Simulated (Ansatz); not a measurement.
**SiH₃Cl: basis-set convergence**

The task here is to estimate one member of a computed series from the others.

Program: Ansatz 0.2.0, Gaussian basis. Level of theory: one geometry, several basis sets. These are calculated values, not measurements.

The runs, in order: PBE0-D4/def2-SVP; ωB97M-V/def2-SVP; PBE0-D4/def2-QZVPP; ωB97M-V/def2-QZVPP; CCSD(T)/cc-pV(D+d)Z; CCSD(T)/cc-pV(T+d)Z; CCSD(T)/cc-pV(Q+d)Z; the functionals' def2-TZVPP values are taken from earlier runs.

## The relaxed structure

An earlier PBE0-D4 in a triple-zeta def2 set relaxation fixed the geometry.

SMILES `[SiH3]Cl`, 5 atoms, charge 0, spin multiplicity 1.

Atoms are counted from 1 here; the program's logs count them from 0.

Bond lengths: Si1–Cl2 2.054 Å, Si1–H3 1.481 Å, Si1–H4 1.481 Å, Si1–H5 1.481 Å. Angles: Cl2–Si1–H3 108.5°, Cl2–Si1–H4 108.5°, Cl2–Si1–H5 108.5°, H3–Si1–H4 110.4°, H3–Si1–H5 110.4°, H4–Si1–H5 110.4°.

The first run:

The input, in.yaml:

```yaml
crystal:
  periodic: [false, false, false]
  atoms:
    - {symbol: Si, position_ang: [-0.112033, 0.018561, -0.030864]}
    - {symbol: Cl, position_ang: [1.838264, -0.513519, 0.329870]}
    - {symbol: H, position_ang: [-0.950928, -0.488276, 1.079072]}
    - {symbol: H, position_ang: [-0.534709, -0.585728, -1.314907]}
    - {symbol: H, position_ang: [-0.190794, 1.495362, -0.104671]}
basis:
  gaussian: {orbitals: def2-SVP}
hamiltonian: {xc: pbe0, dispersion: d4}
output: {orbitals: {seedname: orbitals}}
```

Steps of the session up to this table: PBE0-D4 in def2-SVP; ωB97M-V in def2-SVP; PBE0-D4 in def2-QZVPP; ωB97M-V in def2-QZVPP.

One table of the session follows, with a row left open; its other results are not shown here.

It belongs to the step «Functionals by basis». 

```
functional       basis  HOMO (eV)  LUMO (eV)
   PBE0-D4    def2-SVP      -8.87       0.32
   PBE0-D4  def2-TZVPP      -9.03      -0.09
   PBE0-D4  def2-QZVPP      -9.05      -0.28
   ωB97M-V    def2-SVP     -11.07       2.33
   ωB97M-V  def2-TZVPP          ?          ?
   ωB97M-V  def2-QZVPP     -11.31       1.27
```

Q: Estimate the row for ωB97M-V, def2-TZVPP from the others.

As computed: HOMO (eV): -11.27; LUMO (eV): 1.70. In the column «HOMO (eV)» it lies between ωB97M-V, def2-QZVPP (-11.31) and ωB97M-V, def2-SVP (-11.07).
